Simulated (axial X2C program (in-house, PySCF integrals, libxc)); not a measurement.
## Low determinants of SiS⁻ at the PBE0 level, two-component

All values were computed with an in-house all-electron X2C program for linear molecules (integrals from PySCF). Two-component (2c) means X2C with spin–orbit coupling and atomic mean-field two-electron Coulomb and Gaunt terms. Basis: S dyall-av3z [9s8p3d2f], Si dyall-av3z [9s8p3d2f] (cores contracted in-house); Gaussian nuclei, density fitting, unrestricted open shells. Masses: S 31.972 u, Si 27.977 u.

Search at 2.010 Å (vertical energies from the lowest determinant):

```
ΔE (eV)    state  electrons beyond evenly filled partner blocks  electrons in ±ω = 1/2, 3/2, 5/2, 7/2
   0.00  Ω = 1/2                                        ω = 1/2                              25 6 0 0
   0.02  Ω = 3/2                                        ω = 3/2                              24 7 0 0
   3.09  Ω = 5/2                          ω = -1/2, 2 × ω = 3/2                              25 6 0 0
   3.13  Ω = 1/2                          2 × ω = -1/2, ω = 3/2                              24 7 0 0
   3.83  Ω = 5/2                                        ω = 5/2                              24 6 1 0
   3.86  Ω = 3/2                                        ω = 3/2                              26 5 0 0
   3.88  Ω = 7/2                           ω = 1/2, 2 × ω = 3/2                              25 6 0 0
```

Lowest determinant, Ω = 1/2 (⟨Sz⟩ = -0.50, ⟨Lz⟩ = 1.00 at PBE0): Re = 2.032 Å, ωe = 617.6 cm⁻¹.

The determinant in row 2 of the search, Ω = 3/2 (⟨Sz⟩ = 0.50, ⟨Lz⟩ = 1.00 at PBE0), was followed along the bond at PBE0; measured from the minimum of the lowest determinant it gives:

Te = 0.022 eV (176 cm⁻¹), Re = 2.031 Å, ωe = 618.0 cm⁻¹.

Task: Compare the bond of the determinant in row 2 with that of the lowest one.

Result: At PBE0 its Re is 0.001 Å shorter and its force constant, which goes as ωe², is 1.00 times that of the lowest determinant. T0 ≈ Te + Δωe/2 = 176 + (0) = 176 cm⁻¹.

The search compares states at one distance, so a state with another bond length can lie lower; it is not exhaustive and yields mostly the lowest determinant of each block pattern, so other components and higher states of one pattern are missing. These are energies of single determinants, not of spin-adapted states; PBE0 term energies can be off by some tenths of an eV, and the functional has no current term. For an anion, determinants above electron detachment are held by the basis set. Row 1 has a positive highest level at its minimum. Row 2 has a positive highest level at its minimum.
